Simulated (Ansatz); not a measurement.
**Fluorite SrCl2**

Computed with rVV10 in Ansatz (plane waves, PAW).

Run with plane-wave cutoff 500 eV, 8×8×8 k mesh, gaussian smearing 0.02 eV, scalar-relativistic PAW data made under PBE.

Cell: relaxed at this level.

```yaml
volume_per_atom: 28.39 Å³/atom
lattice_parameter_a: 6.984 Å
band_gap: 4.88 eV (on the SCF k mesh)
```

Measured, for comparison: band gap 7.5 eV (temperature not stated, not corrected to a static lattice; as tabulated in Aguado et al. (1999), arXiv:cond-mat/9901145); equilibrium volume per atom 28.27 Å³/atom, lattice constant a 6.974 Å (room temperature, not corrected to a static lattice; as tabulated in Kanchana et al., Calculated structural, elastic and electronic properties of …). Computed (rounded) less measured: equilibrium volume per atom +0.4 %, lattice constant a +0.1 %.

Spin–orbit coupling is not included.

Computed values are for the static lattice.

Computing time: around 15 core-seconds (rough).

Ansatz is an electronic-structure program.
